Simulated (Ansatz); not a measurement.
in.yaml

```yaml
crystal:
  periodic: [false, false, false]
  atoms:
    - {symbol: Si, position_ang: [0.000000, -0.047405, 0.502643]}
    - {symbol: B, position_ang: [0.000000, -0.059663, -1.242314]}
    - {symbol: H, position_ang: [0.000000, 1.170727, 1.398197]}
    - {symbol: H, position_ang: [0.000000, 0.790116, -2.079116]}
basis:
  gaussian: {orbitals: cc-pVTZ}
magnetization: {spin_polarized: true, initial_magnetization: 3}
hamiltonian: {xc: hf}
output: {orbitals: {seedname: orbitals}}
```

```sh
$ ansatz run in.yaml --threads 1 --pin off --events-out ev --progress --plain --max-ram 4096MiB --backend cpu
```

The program prints:

```
728 factors; their error is unknown
mean field evaluation 1: about -8560.1945 eV, gradient 1.0e1 eV
mean field evaluation 2: about -8561.3785 eV, gradient 3.9e0 eV
mean field evaluation 4: about -8561.6729 eV, gradient 6.3e-1 eV
mean field evaluation 8: about -8561.6890 eV, gradient 5.2e-2 eV
mean field -8561.89360731 eV, -314.6437866087 hartree, gradient 2.3e-5 eV, S^2 3.763745; 0 other end points of the search recorded, 0 dependent functions left out
reference -8561.89360731 eV, -314.6437866087 hartree; 12, 9 occupied and 80, 83 virtual orbitals, 728 factors
Total energy: -8561.89360731 eV, -314.6437866087 hartree
```

Ran on 1 thread of AMD EPYC 7R13, shared host: 0.57 s wall, 0.15 GiB peak host memory.
